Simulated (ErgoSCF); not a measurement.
# One shape, several levels: AlHOF (SMILES [OH][Al][F])

Aim: a comparison of 6 runs (UHF/STO-3G, UHF/3-21G, UHF/def2-SVP, UB3LYP5/STO-2G, UB3LYP/6-31G*, UPBE0/def2-SVP) of AlHOF. 

The results are computed with ErgoSCF 3.8.

1 further run of the same task is left out (it didn't finish).

## 1. The system as given

The species is AlHOF (4 atoms), meant as a doublet with charge 0. As SMILES, `[OH][Al][F]`. The shape comes from GFN2-xTB, which is rough for such elements, and wasn't checked as a minimum.

Bond lengths: O1–Al2 1.654 Å, Al2–F3 1.689 Å, O1–H4 0.949 Å. Angles: O1–Al2–F3 169.8°, Al2–O1–H4 179.6°.

## 2. A single-point energy at UHF/STO-3G (run 1)

Input file mol.xyz:

```xyz
4

O     -0.506270     0.699430    -0.520320
Al     0.224220    -0.460130     0.405330
F      1.206280    -1.600630     1.172170
H     -0.924230     1.361330    -1.057170
```

Input file input.ego:

```
# single point, AlFHO
set_nthreads("env")
molecule "mol.xyz"
basis = "STO-3G"
scf.use_diagonalization = 1
tmpdir = "."
scf.max_number_of_iterations = 120
scf.output_mulliken_pop = 1
spin_polarization = 1
run "HF"
```

The basis set STO-3G is read from a file made from the Basis Set Exchange's data (not shown).

On the command line:

```sh
$ ergo < input.ego
```

The log of the run:

```text
[...]
INSC SCF_general constructor, number of basis functions: 20
[...]
INSC Energy   1 =       -370.52226267763
[...]
INDE E_LUMO =          0.33601269058
[...]
INSC Energy  16 =       -411.38219522425  ( diff     -0.000000000010914 )
[...]
RESC CONVERGED after  16 iterations.
RESC FINAL ENERGY:       -411.38219522425
RESC FINAL <S2> =          0.76973411975
[...]
INSC SCF: dipole_moment_x [atomic units] =      -0.01683695
INSC SCF: dipole_moment_y [atomic units] =       0.29159723
INSC SCF: dipole_moment_z [atomic units] =      -0.33198778
[...]
```

Wall time 1.5 s (1 thread of Arm Neoverse V2, shared host); peak memory 0.26 GiB.

## 3. The energy at UHF/3-21G (run 2)

Input file input.ego:

```
set_nthreads(1)
molecule_inline Angstrom
O  -0.506270 0.699430 -0.520320
Al 0.224220 -0.460130 0.405330
F  1.206280 -1.600630 1.172170
H  -0.924230 1.361330 -1.057170
EOF
scf.output_mulliken_pop = 1
spin_polarization = 1
tmpdir = "."
scf.use_diagonalization = 1
basis = "3-21G"
scf.max_number_of_iterations = 120
run "HF"
```

The basis set 3-21G is read from a file made from the Basis Set Exchange's data (not shown).

On the command line:

```sh
$ ergo input.ego
```

The log of the run:

```text
[...]
INSC SCF_general constructor, number of basis functions: 33
[...]
INSC Energy   1 =       -274.48172609488
[...]
INDE E_LUMO =          0.05489537664
[...]
INSC Energy  20 =       -414.56909779451  ( diff     -0.000000000011482 )
[...]
RESC CONVERGED after  20 iterations.
RESC FINAL ENERGY:       -414.56909779451
RESC FINAL <S2> =          0.75625600220
[...]
INSC SCF: dipole_moment_x [atomic units] =      -0.25615354
INSC SCF: dipole_moment_y [atomic units] =       0.87428002
INSC SCF: dipole_moment_z [atomic units] =      -0.86778359
[...]
```

It took 2.1 s on 1 thread of Arm Neoverse V2, shared host; peak memory 0.26 GiB.

Run 3 isn't shown in full; the table further down has it.

## 4. The energy at UB3LYP5/STO-2G (run 4)

Input file job.ego:

```
set_nthreads(1)
molecule_inline Angstrom
O  -0.506270 0.699430 -0.520320
Al 0.224220 -0.460130 0.405330
F  1.206280 -1.600630 1.172170
H  -0.924230 1.361330 -1.057170
EOF
scf.max_number_of_iterations = 84
scf.error_maxabs_for_diis = 0.05
scf.shift_using_prev_density_matrix = 0.3
scf.output_mulliken_pop = 1
tmpdir = "."
basis = "STO-2G"
charge = 0
XC.radint = 1e-13
XC.type = "LMG"
spin_polarization = 1
run "B3LYP"
```

On the command line:

```sh
$ ergo < job.ego
```

The log of the run:

```text
[...]
INMA  error_maxabs_for_diis := 0.05
[...]
INDF Weighted mixed functional:
[...]
INSC Energy   1 =       -366.32211216183
[...]
INDE PURIFICATION CONVERGED after 27 iterations
[...]
INDE PURIFICATION CONVERGED after 50 iterations
[...]
INDE PURIFICATION CONVERGED after 26 iterations
[...]
INDE E(LUMO) - E(HOMO) <=          0.23076303071 =          6.27938198988 eV
[...]
INSC Energy  44 =       -400.50643959539  ( diff     -0.000000000007617 )
[...]
RESC CONVERGED after  44 iterations.
RESC FINAL ENERGY:       -400.50643959539
RESC FINAL <S2> =          0.75449047941
[...]
INSC SCF: dipole_moment_x [atomic units] =      -0.06267285
INSC SCF: dipole_moment_y [atomic units] =       0.38637849
INSC SCF: dipole_moment_z [atomic units] =      -0.41358498
[...]
```

Run time: 5.4 s. Hardware: 1 thread of Arm Neoverse V2, shared host; peak memory 0.26 GiB.

Run 5 isn't shown in full; the table further down has it.

## 5. A single-point energy at UPBE0/def2-SVP (run 6)

Input file input.ego:

```
set_nthreads(1)
scf.use_diagonalization = 1
spin_polarization = 1
XC.angint = 41
XC.sparse_mode = 0
tmpdir = "."
XC.radint = 1e-11
basis = "def2-SVP"
scf.max_number_of_iterations = 120
scf.output_mulliken_pop = 1
molecule_inline Angstrom
O     -0.506270     0.699430    -0.520320
Al     0.224220    -0.460130     0.405330
F      1.206280    -1.600630     1.172170
H     -0.924230     1.361330    -1.057170
EOF
run "PBE0"
```

The basis set def2-SVP is read from a file made from the Basis Set Exchange's data (not shown).

On the command line:

```sh
$ ergo input.ego
```

The log of the run:

```text
[...]
INDF Weighted mixed functional:
[...]
INSC Energy   1 =       -203.93216567724
[...]
INDE E_LUMO =         -0.07817779164
[...]
INSC Energy  25 =       -417.64605734702  ( diff      0.000000000001080 )
[...]
RESC CONVERGED after  25 iterations.
RESC FINAL ENERGY:       -417.64605734702
RESC FINAL <S2> =          0.75398445107
[...]
INSC SCF: dipole_moment_x [atomic units] =      -0.39307119
INSC SCF: dipole_moment_y [atomic units] =       0.75980186
INSC SCF: dipole_moment_z [atomic units] =      -0.66100659
[...]
```

Run time: 18 s. Hardware: 1 thread of Arm Neoverse V2, shared host; peak memory 0.26 GiB.

## 6. All runs side by side

```tsv
run	level	solver	iteration cap	energy (Eh)	dipole moment (D)	⟨S²⟩	wall time
1	UHF/STO-3G	diagonalisation	120	-411.382195	1.12	0.770	1.5 s
2	UHF/3-21G	diagonalisation	120	-414.569098	3.20	0.756	2.1 s
3	UHF/def2-SVP	diagonalisation	120	-416.640811	3.06	0.755	11 s
4	UB3LYP5/STO-2G	purification	84	-400.506440	1.45	0.754	5.4 s
5	UB3LYP/6-31G* (spherical functions)	diagonalisation	120	-418.140260	2.59	0.752	20 s
6	UPBE0/def2-SVP	diagonalisation	120	-417.646057	2.75	0.754	18 s
```

## 7. Outcome

| quantity | value |
| --- | --- |
| run 6: total energy | -417.64606 Eh |
| run 6: dipole moment | 2.75 D |
| run 6: ⟨S²⟩ | 0.754 |

The dipole moment (its size) runs from 1.12 D (UHF/STO-3G) to 3.20 D (UHF/3-21G). Totals of different functionals can't be ranked against each other. In runs 1, 4 the basis is minimal, so the values are rough. All runs together took 59 s, the longest 20 s.
